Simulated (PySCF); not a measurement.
Gas-phase reaction: AlOH + 2 Cl = AlCl2OH

Method: PySCF energies plus ideal-gas RRHO corrections (1 bar). S°(298 K) at PBE0/def2-TZVP differs from the NASA 1993 table for AlOH (+24 J/mol/K); whether the harmonic model or the table's entry is off was not settled. † marks an energy on the PBE0/def2-TZVP geometry and frequencies. MP2 freezes the core. Open shells (unrestricted): Cl (multiplicity 2, electronic degeneracy 6); the rest are closed-shell singlets. Spin-orbit splitting is ignored; it lowers the true energy and changes the entropy of Cl. AlCl2OH: computed as isolated molecules; such fragments, hydroxides, amides, oligomers or adducts are transient or little studied in the gas. MP2 isn't extrapolated to the basis-set limit; its ΔH°(298 K) is -771.2 kJ in def2-SVP and -818.0 kJ in def2-TZVPP. The harmonic model lacks anharmonicity and excited electronic states, which grow with temperature; levels with a mode under 35 cm⁻¹ are left out. Soft modes under 120 cm⁻¹ make the harmonic entropy rough for AlOH.

| level | ΔE electronic, kJ | ΔH°(298 K), kJ | ΔS°(298 K), J/K | ΔG°(800 K), kJ |
|---|---|---|---|---|
| BLYP/def2-TZVP† | -738 | -731 | -254 | -527 |
| HF/def2-TZVP† | -648 | -642 | -254 | -437 |
| MP2/def2-SVP† | -778 | -771 | -254 | -567 |
| PBE/def2-TZVP† | -789 | -782 | -254 | -578 |
| r2SCAN/def2-TZVP† | -821 | -814 | -254 | -610 |
| LDA/def2-TZVP† | -882 | -876 | -254 | -671 |
ΔH° is lowest at LDA/def2-TZVP† and highest at HF/def2-TZVP†. No reference value is set beside these.
